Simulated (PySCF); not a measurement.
A family of related molecules: triple bonds. Isolated molecules, 0 K electronic values unless said otherwise. Strings in code marks are SMILES.

The S1–T1 gap (TDA) from two functionals at the same geometries (PBE0-D4/def2-TZVP), both in PySCF: PBE-D3(BJ)/def2-TZVP and B3LYP-D3(BJ)/def2-TZVP. B3LYP has the VWN-RPA correlation part, as in Gaussian. Excitations are Tamm–Dancoff values on a coarser integration grid. The basis has no diffuse functions, so Rydberg states are missing or too high.

```csv
species,PBE-D3(BJ)/def2-TZVP (eV),B3LYP-D3(BJ)/def2-TZVP (eV)
`N#N`,1.77,1.78
`[C-]#[S+]`,1.67,1.64
`[O+]#[Si-]`,1.39,1.27
`[S+]#[Si-]`,0.90,0.79
`[C-]#[NH+]`,2.00,2.59
`[O+]#[Ge-]`,0.94,0.85
```

Over these rows, drawn at random from the members with no instability flagged (it was tested for open shells, ions and some series alone), PBE minus B3LYP-D3(BJ): mean -0.04 eV, from -0.59 eV to +0.12 eV.
